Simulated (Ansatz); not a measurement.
**BH2+ (triplet): the correlation ladder, def2-QZVPP**

The task here is to estimate one member of a computed series from the others.

Computed with Ansatz 0.2.0, Gaussian basis. Level: def2-QZVPP, core rule «outside noble gas», up to 1 orbitals frozen.

To be run: UHF; ROHF; CCSD(T) on UHF.

2 further runs of the same task are left out: 2 set aside as unsound or not needed.

## The system

The geometry is a PBE0/def2-TZVP stationary point (not a proven minimum) of the parent state, kept for this charge and spin.

3 atoms, charge 1, spin multiplicity 3.

Atoms are counted from 1 here; the program's logs count them from 0.

Bond lengths: B1–H2 1.191 Å, B1–H3 1.191 Å. Angles: H2–B1–H3 129.4°.

Set-up of the first run:

in.yaml

```yaml
crystal:
  periodic: [false, false, false]
  atoms:
    - {symbol: B, position_ang: [0.000000, -0.080006, 0.000000]}
    - {symbol: H, position_ang: [0.000000, 0.429067, -1.077008]}
    - {symbol: H, position_ang: [0.000000, 0.429067, 1.077008]}
basis:
  gaussian: {orbitals: "def2-QZVPP.json"}
total_charge: 1
magnetization: {spin_polarized: true, initial_magnetization: 2}
hamiltonian: {xc: hf}
output: {orbitals: {seedname: orbitals}}
```

Started as:

```bash
$ ansatz run in.yaml --threads 1 --pin off --events-out ev --progress --plain --max-ram 2393MiB
```

Among the steps run: UHF; ROHF; CCSD(T) on UHF.

One of the session's tables, all rows but one given; the rest of the session is left out.

It belongs to the step «Misses and costs». 

| method | from UCCSD(T) (meV) |
| --- | --- |
| ROHF | ? |
| UHF | +2070.1 |
| UMP2 | +505.2 |
| UCCSD | +46.2 |
| UCCSD(T) | 0 |

**Question.** Estimate the row for ROHF.

**Answer.** from UCCSD(T) (meV): +2278.1. In the column «from UCCSD(T) (meV)» it is the highest.
